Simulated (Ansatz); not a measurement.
We consider grey tin (α-Sn), described by r²SCAN+rVV10 in Ansatz (PAW).

Numerical settings: plane-wave cutoff 600 eV, 20×20×20 k mesh, Fermi–Dirac smearing 0.05 eV, finite displacements, scalar-relativistic PAW data made under PBE.

Computed at the level's own relaxed cell.

Space group Fd-3m, origin choice 1 (No. 227); a = 6.5323 Å, b = 6.5323 Å, c = 6.5323 Å, α = 90.00°, β = 90.00°, γ = 90.00°

| atom | site | symmetry | x | y | z |
|---|---|---|---|---|---|
| Sn | 8a | -43m | 0.0000 | 0.0000 | 0.0000 |
(The calculation used a cell of 2 atoms; values per cell refer to that cell.)

Harmonic phonon frequencies (cm⁻¹; i marks an imaginary mode):

```json
[
 {"q point": "Γ", "frequencies": "0 0 0 193 193 193"},
 {"q point": "X", "frequencies": "38 38 153 153 182 182"},
 {"q point": "L", "frequencies": "33 33 136 161 189 189"}
]
```

Measured, for comparison: zone-centre TO phonon frequency 200 cm⁻¹ (low temperature, zero-point motion not removed; as tabulated in Tanner et al. (2021), arXiv:2110.11888). Computed (rounded) less measured: zone-centre TO phonon frequency -4 %.

No imaginary mode appears at these points.

Note: the solid has no gap at this level, which affects its response.

Ansatz is a quantum-chemistry and plane-wave program.
